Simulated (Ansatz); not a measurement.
Input file:

```yaml
crystal:
  periodic: [false, false, false]
  atoms:
    - {symbol: B, position_ang: [0.000000, 0.000000, 0.000000]}
    - {symbol: As, position_ang: [0.000000, 0.000000, 1.967500]}
basis:
  gaussian: {orbitals: cc-pVDZ, occupation: {up: {"A1": 11, "A2": 1, "B1": 4, "B2": 5}, down: {"A1": 9, "A2": 1, "B1": 3, "B2": 3}}}
total_charge: 1
magnetization: {spin_polarized: false, initial_magnetization: 5}
correlation: {method: fci, electrons: outside_noble_gas}
```

```sh
$ ansatz run in.yaml --threads 1 --pin off --events-out ev --progress --plain --max-ram 2393MiB
```

The program prints:

```
769 factors; integrals over basis functions are off by at most 9.3e-8 eV
mean field evaluation 1: about -61450.7558 eV, gradient 9.4e0 eV
mean field evaluation 2: about -61452.0237 eV, gradient 9.1e-1 eV
mean field evaluation 4: about -61452.2319 eV, gradient 2.7e-2 eV
mean field evaluation 8: about -61452.2320 eV, gradient 1.6e-6 eV
mean field -61452.23200893 eV, -2258.3278725094 hartree, gradient 2.6e-6 eV, S^2 8.750000; 0 other end points of the search recorded, 0 dependent functions left out
mean field evaluation 16: about -61452.2917 eV, gradient 3.9e-1 eV
15 core orbitals not correlated: weight in the atoms' cores, before any rotation towards them, 1.000 or more for the frozen orbitals, at most 0.000 for the correlated occupied ones
reference -61452.23200893 eV, -2258.3278725094 hartree; 6, 1 occupied and 20, 25 virtual orbitals, 769 factors
state -61454.76235049 eV, -2258.4208608464 hartree
Total energy: -61454.76235049 eV, -2258.4208608464 hartree
```

Ran on 1 thread of Arm Neoverse N1, shared host: 39 s wall, 0.32 GiB peak host memory.
